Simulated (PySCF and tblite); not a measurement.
Results of a calculation; reference values are marked as such.
C4H6, numbered as in [CH2:1]=[CH:2][CH:3]=[CH2:4].

Free energies: PBE0-D3(BJ)/def2-TZVP on PBE0-D3(BJ)/def2-SVP structures plus GFN2-xTB thermal terms, symmetry and mirror images included. Conformers within 4 kcal/mol (GFN2-xTB free energy) were kept, 5 at most. (PySCF 2.14, tblite 0.8.)

Torsions listed: C1–C2–C3–C4. Of a mirror pair one member is shown.

```tsv
conformer	shape	symmetry
1	180°	C2h
2	27°	C2 (pair)
```

**Question.** Which of these conformers is the most populated at 298.15 K, and with what share?

**Answer.** Conformer 1, about 99 %.

**Question.** Give the DFT energies and free energies relative to the lowest, and all weights.

**Answer.** 
```tsv
conformer	shape	E(DFT) kcal/mol	G(298.15 K) kcal/mol	weight %
1	180°	0.00	0.00	99.2
2	27°	3.49	2.86	0.8
```

**Question.** How does its share change from 200 K to 400 K?

**Answer.** From 100 % to 97 %; the mixing entropy goes from 0.01 to 0.34 cal/(mol K).
